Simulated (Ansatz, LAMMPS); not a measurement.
## Ladder of methods for the bulk modulus B0 of antiferromagnetic bcc Cr

Reference value: 194 GPa (measured, corrected for temperature and zero-point phonon effects, our sources range from 174 to 205; as tabulated in Levämäki et al. (2014), arXiv:1402.3671).

Question: What do Lennard-Jones uff-vdw, PBE, rVV10, r²SCAN, r²SCAN+rVV10, HSE06, PBE0 give, and how far is each from the reference?

Answer: 
```tsv
level (code)	value (GPa)	cell (Å³/atom)	error (%)
Lennard-Jones uff-vdw (LAMMPS)	0.37	18.37	-100
PBE (Ansatz)	183	11.77	-5.7
rVV10 (Ansatz)	202	11.83	+4.1
r²SCAN (Ansatz)	107	12.98	-45
r²SCAN+rVV10 (Ansatz)	113	12.77	-42
HSE06 (Ansatz)	89.2	14.27	-54
PBE0 (Ansatz)	101	14.11	-48
```

Leaving aside Lennard-Jones uff-vdw (doubt noted below): The levels aren't ranked against this reference (sources at odds).

Spin-polarised runs: PBE (opposed moments), rVV10 (opposed moments), r²SCAN (opposed moments), r²SCAN+rVV10 (opposed moments), HSE06 (opposed moments), PBE0 (opposed moments). Lennard-Jones uff-vdw: this is a force field's van der Waals term alone, without bonds or charges. Lennard-Jones uff-vdw: pair potentials favour close packing, so symmetry can be all that holds this lattice. PBE, rVV10, r²SCAN, r²SCAN+rVV10, HSE06, PBE0: the commensurate order stands in for chromium's spin-density wave, and the size of the moments varies much between levels. HSE06, PBE0: the cell is over a tenth larger than the published one: the level's own overestimate first of all, though another phase or state, or a fault of the published cell, is possible. Each level is taken at its own relaxed cell. Cutoffs and k meshes differ between the levels. Ansatz's density-functional and Hartree–Fock values are scalar-relativistic unless marked +SOC, with PAW data made under PBE.

Differences are worked out from the printed values.

Ansatz is a first-principles code.
